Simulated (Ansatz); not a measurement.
**Other spins and charges of HAl–CH, doublet at one geometry**

Geometry (PBE0/def2-TZVP stationary point for this spin, not checked as a minimum):

```json
{"atom": "Al", "x (Å)": "0.0000", "y (Å)": "-0.1078", "z (Å)": "0.5675"}
{"atom": "C", "x (Å)": "0.0000", "y (Å)": "0.1965", "z (Å)": "-1.2432"}
{"atom": "H", "x (Å)": "0.0000", "y (Å)": "0.8566", "z (Å)": "1.8248"}
{"atom": "H", "x (Å)": "0.0000", "y (Å)": "-0.3133", "z (Å)": "-2.2039"}
```

Basis 6-31G; Ansatz 0.2.0. Only valence electrons are correlated (noble-gas cores frozen). R marks a restricted (for open shells ROHF) determinant, U an unrestricted one. Active spaces: valence = (9e, 10o) chosen from the atoms' valence shells.

Gaps are energies of the second state less the first, at fixed atoms, for a selection of the levels run; each method lands on the state that its own search finds for that charge and spin.

Unrestricted rows (U, and Kohn–Sham where it breaks symmetry) aren't spin-pure: their determinants' ⟨S²⟩ exceeds S(S+1) by up to 0.81, so they mix in states of higher spin, at the starting point too. For open shells CISD and CISDTQ are restricted-active-space CI with the open shells as a complete middle space. A value is left out where its run failed or describes another state than the reference as far as symmetry and spin tell, or, spin-broken singlets apart, can't be checked.

Removing an electron, to the singlet: 8.624 eV at full CI (doublet A'', singlet ion A', in Cs).

Large singles or doubles amplitudes warn of static correlation in the HAl–CH doublet.

```
                 level  gap (eV)  error (meV)
                   RHF     7.803         -821
                  RMP2     8.537          -87
                  CISD     8.444         -180
                 RCCSD     8.567          -57
              RCCSD(T)     8.628            4
               BCCD(T)     8.618           -6
                RCCSDT     8.621           -3
             RCCSDT(Q)     8.627            3
CASSCF (valence space)     8.266         -358
NEVPT2 (valence space)     8.531          -93
```

Problem. PBE gives 7.999 eV for removing an electron, to the triplet. Estimate what full CI gives in 6-31G.

Solution. Full CI in 6-31G gives 7.570 eV, so against it PBE is off by 0.429 eV.

Large singles or doubles amplitudes warn of static correlation in the HAl–CH doublet.

```
                   level  gap (eV)  error (meV)  ⟨S²⟩ where 0.1 over S(S+1) (first / second)
                     RHF     6.119        -1451                                        – / –
                   UCCSD     7.445         -125                                     1.56 / –
                 BCCD(T)     7.533          -37                                        – / –
                  RCCSDT     7.556          -14                                        – / –
                 RCCSDTQ     7.568           -2                                        – / –
  CASSCF (valence space)     7.191         -379                                        – / –
  NEVPT2 (valence space)     7.471          -99                                        – / –
  MRCISD (valence space)     7.548          -22                                        – / –
MRCISD+Q (valence space)     7.561           -9                                        – / –
                  B2PLYP     7.617           47                                     1.33 / –
```

Quartet less doublet: 1.134 eV at full CI (doublet A'', quartet A'', in Cs).

Large singles or doubles amplitudes warn of static correlation in the HAl–CH doublet.

```tsv
level	gap (eV)	error (meV)	⟨S²⟩ where 0.1 over S(S+1) (first / second)
RHF	-0.461	-1595	– / –
UHF	0.525	-609	1.56 / –
RMP2	0.768	-366	– / –
UMP2	0.671	-463	1.56 / –
CISD	0.740	-394	– / –
RCCSD	0.977	-157	– / –
UCCSD	0.992	-142	1.56 / –
RCCSD(T)	1.105	-29	– / –
UCCSD(T)	1.065	-69	1.56 / –
BCCD(T)	1.091	-43	– / –
RCCSDT	1.119	-15	– / –
UCCSDT	1.121	-13	1.56 / –
CISDTQ	1.109	-25	– / –
RCCSDT(Q)	1.135	1	– / –
UCCSDT(Q)	1.136	2	1.56 / –
RCCSDTQ	1.132	-2	– / –
UCCSDTQ	1.132	-2	1.56 / –
CASSCF (valence space)	1.140	6	– / –
NEVPT2 (valence space)	1.136	2	– / –
MRCISD (valence space)	1.132	-2	– / –
MRCISD+Q (valence space)	1.132	-2	– / –
PBE	1.244	110	– / –
revPBE	1.199	65	0.86 / –
r2SCAN	1.003	-131	1.09 / –
PBE0	0.984	-150	1.12 / –
B3LYP	1.146	12	0.98 / –
wB97M-V	1.075	-59	1.03 / –
B2PLYP	0.982	-152	1.33 / –
RPA-PBE	1.190	56	– / –
```

Wrong sign: RHF.

In so small a basis the reference is far from its limit while semilocal and hybrid functionals are nearer theirs (RPA and double hybrids share much of the reference's basis error), so the functionals' errors here hold much of the reference's basis and frozen-core error, which can add to them or hide them.

Full CI is exact within this basis and frozen core; it isn't the basis-set limit. The frozen core follows each run's orbitals, which can shift R against U totals by a few meV.
